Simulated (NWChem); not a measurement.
SiH₄; SMILES [SiH4]

Results from NWChem. Pople sets run with spherical d functions. Structure relaxed at the PBE0-D3(BJ)/def2-TZVP level. Static field.

| level | basis functions | isotropic polarisability (bohr³) | anisotropy (bohr³) |
|---|---|---|---|
| Hartree-Fock/6-31G* | 26 | 21.0 | 0.0 |
| Hartree-Fock/6-31+G* | 30 | 22.7 | 0.0 |
| Hartree-Fock/def2-SVP | 38 | 24.7 | 0.0 |
| Hartree-Fock/def2-SVPD | 56 | 29.6 | 0.0 |
| Hartree-Fock/def2-TZVP | 61 | 27.3 | 0.0 |
| Hartree-Fock/aug-cc-pVDZ | 63 | 30.1 | 0.0 |
| Hartree-Fock/Sadlej pVTZ | 68 | 30.1 | 0.0 |
| Hartree-Fock/def2-TZVPD | 79 | 29.7 | 0.0 |
| Hartree-Fock/aug-cc-pVTZ | 142 | 29.9 | 0.0 |
